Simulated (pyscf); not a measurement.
A first-order saddle from PySCF, ωB97X-D3(BJ)/def2-SVP:

```xyz
6

O      1.2448    -0.8712     0.5655
Ga     0.1607     0.0674    -0.4801
F     -0.1201     1.9189    -0.2596
F     -1.0866    -0.7691    -1.3715
H      1.8969    -0.3378     1.0357
H     -0.7833     2.8211     0.2892
```
Charge 0, spin multiplicity 2.

Surface: doublet, charge 0. Lowest wavenumbers (cm⁻¹): 2087i, 103, 112, 181, 204.

Name the species on either side of this saddle.

HO–Ga(F)–F + H• <-> [HO–Ga–F]• + HF, an atom transfer read from left to right: F–Ga broken and F–H formed. At ωB97M-D3(BJ)/def2-TZVP it lies +19.9 kcal/mol from the left side and +33.9 kcal/mol from the right (each side as separated species at their lowest minima found). On the product side the descent ends in an adduct with a F–Ga contact, 9.9 kcal/mol under the separated species and 43.6 kcal/mol under the saddle at ωB97X-D3(BJ)/def2-TZVP. What is counted as broken (F–Ga) persists as a longer contact in the product adduct; parting that adduct is a step of its own. At ωB97X-D3(BJ)/def2-TZVP the barrier from the zero used here is 23.3 kcal/mol. This is the saddle that the search found; another between the same sides may lie lower. The angle at the transferred F is 147°. Elements up to Kr have no core potential and no relativistic terms here.
